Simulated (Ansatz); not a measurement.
**C2H3Cl2F (1,1-dichloro-1-fluoroethane) at CAM-B3LYP/6-31G(d) (spherical functions)**

What is the vertical ionisation energy of C2H3Cl2F (1,1-dichloro-1-fluoroethane) at CAM-B3LYP/6-31G* (spherical functions)? 

Program for the calculation: Ansatz 0.2.0.

## Step 1: The molecule

The species is C2H3Cl2F (8 atoms), meant as a singlet with charge 0. As SMILES, `CC(F)(Cl)Cl`. The coordinates come from a PBE0-D4/def2-TZVP relaxation.

Bond lengths: C1–C2 1.502 Å, C2–F3 1.348 Å, C2–Cl4 1.776 Å, C2–Cl5 1.776 Å, C1–H6 1.091 Å, C1–H7 1.091 Å, C1–H8 1.088 Å. Some angles: C1–C2–F3 110.1°, C1–C2–Cl4 111.1°, C1–C2–Cl5 111.1°, F3–C2–Cl4 107.6°, F3–C2–Cl5 107.6°, Cl4–C2–Cl5 109.3°, C2–C1–H6 108.9°, C2–C1–H7 108.9°, C2–C1–H8 110.1°, H6–C1–H7 109.8°.

## Step 2: The energy at CAM-B3LYP/6-31G(d) (spherical functions)

in.yaml reads:

```yaml
crystal:
  periodic: [false, false, false]
  atoms:
    - {symbol: C, position_ang: [-0.133500, -0.505900, 0.646300]}
    - {symbol: C, position_ang: [0.199400, 0.391300, -0.511300]}
    - {symbol: F, position_ang: [1.523600, 0.643200, -0.537400]}
    - {symbol: Cl, position_ang: [-0.232400, -0.372700, -2.055900]}
    - {symbol: Cl, position_ang: [-0.641100, 1.950200, -0.373000]}
    - {symbol: H, position_ang: [0.163400, -0.011800, 1.572000]}
    - {symbol: H, position_ang: [0.414900, -1.442000, 0.535900]}
    - {symbol: H, position_ang: [-1.202100, -0.709300, 0.667600]}
basis:
  gaussian:
    orbitals: 6-31G_st_-spherical.json
hamiltonian:
  xc: {name: CAM-B3LYP}
accuracy: high
output:
  orbitals: {seedname: orbitals}
```

The basis set 6-31G* is read from a file made from the Basis Set Exchange's data (not shown).

Run with:

```console
$ ansatz run in.yaml --threads 1 --pin off --max-ram 3480MiB --events-out events.jsonl --progress --plain --runs-dir runs
```

Log:

```text
Warning: RAYON_NUM_THREADS=1 ignored (pool sized by the plan → 1); use --threads N
Functional definition: CAM-B3LYP
  name "CAM-B3LYP"
  parameter alpha = 0.19
  parameter beta = 0.46
  parameter omega = 0.33/bohr
  parameter ac = 0.81
  exchange = (1 - alpha - beta)*b88_x + beta*b88_x_sr(omega) + alpha*exact_x + beta*exact_x_lr(omega)
  correlation = (1 - ac)*vwn5_c + ac*lyp_c
1944 factors; integrals over basis functions are off by at most 3.8e-9 eV
388 factors; integrals over basis functions are off by at most 2.0e-9 eV
mean field evaluation 1: about -29879.7110 eV, gradient 3.7e1 eV
mean field evaluation 2: about -29879.5978 eV, gradient 4.0e1 eV
mean field evaluation 4: about -29882.4676 eV, gradient 1.3e0 eV
mean field evaluation 8: about -29882.6551 eV, gradient 8.0e-2 eV
mean field evaluation 16: about -29882.6551 eV, gradient 4.8e-6 eV
mean field -29882.65507666 eV, -1098.1673188761 hartree, gradient 9.3e-8 eV, S^2 0.000000; 0 other end points of the search recorded, 0 dependent functions left out
reference -29882.65509337 eV, -1098.1673194902 hartree; 29, 29 occupied and 55, 55 virtual orbitals, 1944 factors
Total energy: -29882.65509337 eV, -1098.1673194902 hartree
```

Run time: 8.4 s. Hardware: 1 thread of Arm Neoverse V2, shared host; peak memory 0.34 GiB.

## Step 3: The doublet cation at the same level

molecule.yaml reads:

```yaml
crystal:
  periodic: [false, false, false]
  atoms:
    - {symbol: C, position_ang: [-0.133500, -0.505900, 0.646300]}
    - {symbol: C, position_ang: [0.199400, 0.391300, -0.511300]}
    - {symbol: F, position_ang: [1.523600, 0.643200, -0.537400]}
    - {symbol: Cl, position_ang: [-0.232400, -0.372700, -2.055900]}
    - {symbol: Cl, position_ang: [-0.641100, 1.950200, -0.373000]}
    - {symbol: H, position_ang: [0.163400, -0.011800, 1.572000]}
    - {symbol: H, position_ang: [0.414900, -1.442000, 0.535900]}
    - {symbol: H, position_ang: [-1.202100, -0.709300, 0.667600]}
basis:
  gaussian:
    orbitals: 6-31G_st_-spherical.json
hamiltonian:
  xc: {name: CAM-B3LYP}
output: {orbitals: {seedname: orbitals}}
total_charge: 1
magnetization:
  spin_polarized: true
  initial_magnetization: 1
accuracy: high
```

The basis set 6-31G* is read from a file made from the Basis Set Exchange's data (not shown).

Run with:

```console
$ ansatz run molecule.yaml --threads 1 --pin off --max-ram 3480MiB --events-out events.jsonl --progress --plain --runs-dir runs
```

Log (excerpt; [...] marks lines left out):

```text
Warning: RAYON_NUM_THREADS=1 ignored (pool sized by the plan → 1); use --threads N
Functional definition: CAM-B3LYP
  name "CAM-B3LYP"
[...]
1945 factors; integrals over basis functions are off by at most 3.9e-9 eV
388 factors; integrals over basis functions are off by at most 2.0e-9 eV
[...]
mean field -29871.26389575 eV, -1097.7487006991 hartree, gradient 6.0e-8 eV, S^2 0.756497; 6 other end points of the search recorded, 0 dependent functions left out
reference -29871.26391214 eV, -1097.7487013013 hartree; 29, 28 occupied and 55, 56 virtual orbitals, 1945 factors
Total energy: -29871.26391214 eV, -1097.7487013013 hartree
```

Run time: 45 s. Hardware: 1 thread of Arm Neoverse V2, shared host; peak memory 0.51 GiB.

## Step 4: What came out

At CAM-B3LYP/6-31G* (spherical functions):

```
                                          quantity           value
                    singlet C2H3Cl2F: total energy  -1098.16732 Eh
                     singlet C2H3Cl2F: HOMO energy       -10.16 eV
                     singlet C2H3Cl2F: LUMO energy         1.18 eV
                   singlet C2H3Cl2F: HOMO–LUMO gap        11.33 eV
                      doublet cation: total energy  -1097.74870 Eh
doublet cation: HOMO energy (highest over α and β)       -16.91 eV
 doublet cation: LUMO energy (lowest over α and β)       -12.62 eV
                              doublet cation: ⟨S²⟩           0.756
vertical ionisation energy (to the doublet cation)       11.391 eV
```

The vertical ionisation energy comes to 11.39 eV (1099 kJ/mol). The negative HOMO energy of the first species, 10.16 eV, lies 1.23 eV below that difference.
